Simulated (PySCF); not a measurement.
propene (C3H6), SMILES C(C)=C.

Coordinates come from a PBE-D3(BJ)/def2-TZVP optimisation.

Method: PBE-D3(BJ)/def2-TZVP in PySCF 2.14.0.

Frequencies are harmonic and unscaled.

```
mode  ν (cm⁻¹)  IR (km/mol)  moving atoms (share of kinetic energy)
----  --------  -----------  --------------------------------------
1          204          0.6                          H 86 %, C 14 %
2          412          1.1                          C 52 %, H 48 %
3          572         13.3                          H 83 %, C 17 %
4          898         44.1                          H 73 %, C 27 %
5          913          0.5                          H 51 %, C 49 %
6          915          7.0                          H 73 %, C 27 %
7          991         12.4                                  H 96 %
8         1028          1.9                          H 61 %, C 39 %
9         1156          0.3                          H 50 %, C 50 %
10        1286          0.1                          H 80 %, C 20 %
11        1352          3.0                          H 81 %, C 19 %
12        1399          1.1                          H 83 %, C 17 %
13        1425          8.0                                  H 96 %
14        1440         16.7                                  H 94 %
15        1664         16.0                          C 86 %, H 14 %
16        2956         22.2                                  H 97 %
17        3005         14.7                           H 91 %, C 9 %
18        3039          4.4                           H 91 %, C 9 %
19        3061         33.1                                  H 93 %
20        3066          3.5                                  H 93 %
21        3151         15.6                          H 90 %, C 10 %
```
